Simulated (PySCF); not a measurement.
This PySCF input asks for the spin–spin couplings of `InChI=1S/C3H4FN/c4-1-3-2-5-3/h1-2H2`; the geometry comes from GFN2-xTB, dihedral held.

```python
import basis_set_exchange as bse
import numpy as np
from pyscf import gto, dft
from pyscf.data import nist
from pyscf.prop import ssc

atoms = """
F     1.520870    0.585639    1.190768
C     1.295291   -0.232021    0.110247
C    -0.121610   -0.173715   -0.289318
N    -1.234435   -0.745632   -0.230967
C    -1.134569    0.473107   -1.107297
H     1.564467   -1.249793    0.417974
H     1.942811    0.120196   -0.701979
H    -1.625023    1.371285   -0.758315
H    -1.153612    0.308923   -2.176497
"""
names = dict.fromkeys(["F", "C", "N", "H"], "pcJ-1")
basis = {el: gto.basis.parse(bse.get_basis(n, elements=[el], fmt="nwchem")) for el, n in names.items()}
mol = gto.M(atom=atoms, basis=basis, charge=0, verbose=0)
mf = dft.RKS(mol, xc="B3LYP")
mf.grids.level = 2
mf.grids.alignment = dft.numint.BLKSIZE   # the property module wants whole blocks of grid points
mf.conv_tol = 1e-9
mf.kernel()

sc = ssc.RKS(mf)
sc.with_fcsd = True   # Fermi contact and spin-dipole together
sc.max_cycle_cphf = 60
g = {"C": 1.4048236, "F": 5.257736, "H": 5.58569468, "N": -0.566378}   # nuclear g factors of 13C, 19F, 1H, 15N
sc.nuc_pair = [(i, j) for i in range(mol.natm) for j in range(i + 1, mol.natm)
               if mol.atom_pure_symbol(i) in g and mol.atom_pure_symbol(j) in g]
K = sc.kernel()
unit = nist.HARTREE2J / nist.PLANCK * (0.5 * nist.E_MASS / nist.PROTON_MASS) ** 2
for (i, j), k in zip(sc.nuc_pair, K):
    a, b = mol.atom_pure_symbol(i), mol.atom_pure_symbol(j)
    J = unit * g[a] * g[b] * np.trace(k) / 3
    if abs(J) >= 1:
        print("%s%d %s%d %8.1f Hz" % (a, i, b, j, J))
```

Problem. Give the expected output.

Solution. 
```
F0 C1   -225.2 Hz
F0 C2     16.0 Hz
F0 C4     -1.0 Hz
F0 H5     53.8 Hz
F0 H6     51.6 Hz
F0 H7      3.3 Hz
F0 H8      2.1 Hz
C1 C2     74.2 Hz
C1 N3     -3.9 Hz
C1 C4      2.2 Hz
C1 H5    154.5 Hz
C1 H6    161.6 Hz
C1 H7     -1.2 Hz
C1 H8     -1.4 Hz
C2 N3      8.7 Hz
C2 C4     27.8 Hz
C2 H5     -2.5 Hz
C2 H6     -4.3 Hz
C2 H7     -2.0 Hz
C2 H8     -2.7 Hz
N3 C4     12.5 Hz
N3 H6     -1.9 Hz
N3 H7     -3.3 Hz
N3 H8     -3.4 Hz
C4 H5      6.1 Hz
C4 H6      2.6 Hz
C4 H7    187.3 Hz
C4 H8    183.8 Hz
H5 H6     -9.1 Hz
H7 H8      9.3 Hz
```

These numbers come from an equivalent density-fitted implementation of the same equations, which agrees with the script to about 0.1 Hz, so last digits may differ.

The geometry is no minimum: GFN2-xTB, dihedral held.

Size and cost of the density-fitted run: 175 basis functions, 27 s wall time on 1 thread of an x86-64 server CPU, shared host.
